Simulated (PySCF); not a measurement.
# C3H3F2O+: geometry, NMR shifts, spin-spin couplings and electronic excitations

Wanted: the NMR shifts, spin-spin couplings and electronic excitations of C3H3F2O+ (`[O+]#CCC(F)F`), by calculation.

The runs use PySCF 2.14.0, with density-fitted response routines of our own; the level of theory stands in each step. All values are computed, except where a source is named. Atoms are numbered from 0 throughout.

### 1 The starting structure

9 atoms, charge 1, multiplicity 1; geometry from: GFN2-xTB.

Bonds of the start (Å): O0–C1 1.11, C1–C2 1.38, C2–C3 1.60, C3–F4 1.33, C3–F5 1.32, C2–H6 1.11, C2–H7 1.10, C3–H8 1.10.

### 2 Relaxing the molecule at PBE0-D3(BJ)/def2-SVP

What the job is given:

```
{"job": {"xc": "PBE0", "basis": "def2-SVP", "d3": "d3bj", "grid": 1, "kind": "geom"}, "charge": 1, "multiplicity": 1}
O      2.505337    -0.620693     0.259676
C      1.533635    -0.080558     0.189022
C      0.313259     0.559675     0.107716
C     -0.915879    -0.393992    -0.258993
F     -0.971603    -1.370411     0.640413
F     -2.007757     0.347786    -0.155444
H      0.063259     1.000565     1.093249
H      0.337177     1.381646    -0.627311
H     -0.843866    -0.818024    -1.273508
```

**Question.** This job is followed by: GIAO PBE0/pcSseg-1 NMR shielding, non-relativistic, gas phase; B3LYP/pcJ-1 indirect spin-spin coupling, non-relativistic, gas phase; TDDFT PBE0/def2-SVPD, vertical, gas phase, core orbitals frozen in the response; GIAO PBE/pcSseg-2 NMR shielding, non-relativistic, gas phase. What will the session give for the following? point group; rotational constants (main isotopes); 13C shifts against TMS (PBE0/pcSseg-1); 1H shifts against TMS (PBE0/pcSseg-1, means over atoms taken as alike); 17O shifts against H2O (PBE0/pcSseg-1); 19F shifts against CFCl3 (PBE0/pcSseg-1, means over atoms taken as alike); largest coupling of the table (B3LYP/pcJ-1); lowest singlet (PBE0/def2-SVPD); brightest single state of those computed; lowest triplet; vertical ionisation energy (ΔSCF); vertical electron affinity (ΔSCF); range of the shift of C3.

**Answer**, as computed:

| quantity | value |
| --- | --- |
| point group | C1 |
| rotational constants (main isotopes) | 8.96, 2.14, 1.81 GHz |
| 13C shifts against TMS (PBE0/pcSseg-1) | 158.2, 112.5, 22.5 ppm |
| 1H shifts against TMS (PBE0/pcSseg-1, means over atoms taken as alike) | 6.75, 4.51 ppm |
| 17O shifts against H2O (PBE0/pcSseg-1) | 373.5 ppm |
| 19F shifts against CFCl3 (PBE0/pcSseg-1, means over atoms taken as alike) | -95.7 ppm |
| largest coupling of the table (B3LYP/pcJ-1) | 1J(C,F) C3–F4, -344.7 Hz |
| lowest singlet (PBE0/def2-SVPD) | 6.04 eV (205 nm), f = 0.001 |
| brightest single state of those computed | state 2, 6.06 eV, f = 0.070 |
| lowest triplet | 5.50 eV |
| vertical ionisation energy (ΔSCF) | 18.39 eV |
| vertical electron affinity (ΔSCF) | 6.08 eV |
| range of the shift of C3 | 112.5 to 121.8 ppm |

Over 4 steps the energy fell by 0.064 eV; of the close pairs, C1–C2 changed most, 1.381 to 1.421 Å. No frequency check was run at this level, so the end point may be a saddle. H8 (hydrogen on an sp3 CH bonded to 2 F) lies farthest downfield among hydrogen, at 6.75 ppm; its carbon carries F, hence the downfield position. At PBE0/pcSseg-1: The largest span, 583 ppm, is at O0, where the paramagnetic term is -434 ppm. Of the pairs tabulated at B3LYP/pcJ-1, C3–F4 (mean over like pairs) couples most strongly (-344.7 Hz; Fermi contact -324.8 Hz). Couplings across rotatable bonds belong to this one conformer; where others are populated, the observed values are averages, and the simulated multiplets take (2 J gauche + J anti)/3 across rotating chain bonds. Density functionals describe couplings to fluorine poorly, F–F couplings above all, so those rows are rough. The first singlet state (HOMO→LUMO+1 0.98) lies at 6.04 eV and is weak; of the 10 states computed, the strongest absorption comes from state 2 at 6.06 eV (the last state computed is bright too, and its partners may lie past the list). The lowest triplet lies 0.54 eV below the lowest singlet (triplets in Tamm-Dancoff, singlets in full TDDFT). The orbital energy would give 15.82 eV for ionisation, ΔSCF gives 18.39 eV. In ppm, C3 moves most: its shift spreads over 9.3 ppm, from 112.5 (PBE0/pcSseg-1) to 121.8 (PBE/pcSseg-2).
